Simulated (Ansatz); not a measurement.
# SiNH5 (SMILES [SiH3]N): the energy, rung by rung

SiNH5: 7 atoms, total charge 0, spin state singlet. SMILES: `[SiH3]N`. The shape was relaxed beforehand at PBE0/def2-SVP.

```xyz
7

Si   -0.4135   -0.2935   -0.4221
N     0.6151    0.3445    0.8179
H    -0.0216   -1.7153   -0.6606
H    -1.8240   -0.2194    0.0648
H    -0.3718    0.4027   -1.7540
H     0.3964    1.2483    1.2230
H     1.6194    0.2327    0.7310
```

Quantity: the dissociation energy of the H6–N2 bond into doublet H and doublet SiNH4 (shapes relaxed at PBE0/def2-SVP, no zero-point term), in eV. The values are calculated.

| level | kind | program | value (eV) |
| --- | --- | --- | --- |
| HF/def2-TZVPP | Hartree–Fock | Ansatz | 3.78 |
| SVWN5/def2-TZVPP | LDA | Ansatz | 5.58 |
| PBE/def2-TZVPP | GGA | Ansatz | 4.92 |
| r2SCAN/def2-TZVPP | meta-GGA | Ansatz | 4.87 |
| PBE0-D4/def2-TZVPP | global hybrid | Ansatz | 4.94 |
| CAM-B3LYP/def2-TZVPP | range-separated hybrid | Ansatz | 5.03 |
| B2PLYP/def2-TZVPP | double hybrid | Ansatz | 5.02 |
| RPA@PBE/def2-TZVPP | RPA | Ansatz | 4.90 |

The values span 3.78 to 5.58 eV. Hartree–Fock misses the correlation of the electron pair that is broken and comes out low. Measured bond enthalpies also hold zero-point and thermal terms, a few tenths of an eV less.
